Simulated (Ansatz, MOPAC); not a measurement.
Lattice parameter a of rock-salt PbS: levels of theory against measurement

Reference value: 5.914 Å (measured, 120 K, not corrected to a static lattice; as tabulated in Noda, Masumoto, Ohba, Saito, Toriumi, Iwata, Shibuya, Acta Cryst. C 43, 1443 …).

Task: Put these levels in order of the lattice parameter a that they give for rock-salt PbS, smallest first: Hartree–Fock (Ansatz, a quantum-chemistry and plane-wave program), LDA (Ansatz), PM6 semi-empirical Hartree-Fock (MOPAC), r²SCAN-D4 (Ansatz).

Result: PM6 semi-empirical Hartree-Fock (MOPAC) (5.502 Å), LDA (5.845 Å), r²SCAN-D4 (5.950 Å), Hartree–Fock (6.184 Å)

Differences against the reference: PM6 semi-empirical Hartree-Fock (MOPAC) -6.97 %, LDA -1.17 %, r²SCAN-D4 +0.61 %, Hartree–Fock +4.57 %.

The reference isn't brought to a static lattice, while the calculations are for one, so the differences are not the levels' errors alone. A static lattice is as a rule a little smaller than the measured one.  Density-functional levels without +SOC have no spin–orbit coupling. Hartree–Fock: the cell is over a tenth larger than the published one: the level's own overestimate first of all, though another phase or state, or a fault of the published cell, is possible. PM6 semi-empirical Hartree-Fock (MOPAC): the cell moved over 20 % in volume from its start. PM6 semi-empirical Hartree-Fock (MOPAC): the method was fitted mainly to molecules. PM6 semi-empirical Hartree-Fock (MOPAC): the run uses a supercell at the zone centre in place of a k mesh. Cutoffs and k meshes differ between the levels. Ansatz's density-functional and Hartree–Fock values are scalar-relativistic unless marked +SOC, with PAW data made under PBE.

Differences are worked out from the printed values.
